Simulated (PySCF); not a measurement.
# Dipole moment and polarisability across levels of theory

Species: 2-butyne, C₄H₆.
Atom-mapped SMILES: `[CH3:1][C:2]#[C:3][CH3:4]` (hydrogens: H5, H6, H7 on C1; H8, H9, H10 on C4)

Structure used (PBE0-D3(BJ)/def2-SVP), in Å, numbered top down from 1:
```
atom  x, y, z in Å
C1     2.025   -0.019   -0.180
C2     0.604   -0.009    0.132
C3    -0.579   -0.004    0.394
C4    -2.000    0.004    0.706
H5     2.438    1.002   -0.198
H6     2.215   -0.474   -1.165
H7     2.593   -0.594    0.569
H8    -2.591   -0.435   -0.113
H9    -2.368    1.029    0.870
H10   -2.212   -0.576    1.618
```

PySCF, dipoles from the SCF density, polarisabilities from static response with core orbitals frozen. Isolated species at its PBE0-D3(BJ)/def2-SVP geometry, gas phase.

Reference polarisability: 7.480 Å³ (measured, gas; NIST CCCBDB Release 22 (SRD 101), experimental polarizabilities). The anisotropy is √(½[(α1 − α2)² + (α2 − α3)² + (α3 − α1)²]).

| level | α (Å³) | error (%) | anisotropy (Å³) |
| --- | --- | --- | --- |
| LDA/def2-SVPD | 7.78 | +4.0 | 5.76 |
| PBE/def2-SVPD | 7.67 | +2.6 | 5.70 |
| B3LYP/def2-SVPD | 7.49 | +0.1 | 5.36 |
| PBE0/def2-SVPD | 7.41 | -1.0 | 5.32 |
| BHandHLYP/def2-SVPD | 7.24 | -3.2 | 5.02 |
| CAM-B3LYP/def2-SVPD | 7.36 | -1.7 | 5.09 |
| wB97X-D/def2-SVPD | 7.37 | -1.4 | 5.05 |
| LC-wPBE/def2-SVPD | 7.14 | -4.5 | 4.86 |
| HF/def2-SVPD | 7.03 | -6.0 | 4.63 |
| PBE0/6-31G* | 5.96 | -20.3 | 5.55 |
| PBE0/6-31+G* | 6.68 | -10.7 | 5.67 |
| PBE0/def2-SVP | 6.24 | -16.5 | 5.67 |
| PBE0/aug-cc-pVDZ | 7.58 | +1.3 | 5.46 |
| PBE0/def2-TZVP | 7.10 | -5.0 | 5.51 |
| PBE0/def2-TZVPD | 7.58 | +1.4 | 5.38 |

For the polarisability, the smallest error is 0.1% (B3LYP/def2-SVPD) and the largest 20.3% (PBE0/6-31G*). The dipole stays under 0.05 D at every level. In one basis (def2-SVPD) the functionals order the polarisability from HF (lowest) to LDA (highest), a spread of 11%. With PBE0 the polarisability is 6.44 Å³ without diffuse functions (mean of 6-31G*, def2-SVP and def2-TZVP) and 7.31 Å³ with them (mean of 6-31+G*, def2-SVPD, aug-cc-pVDZ and def2-TZVPD). Measured values can belong to vibrating molecules and may average over conformers; the computed ones are for one fixed geometry.
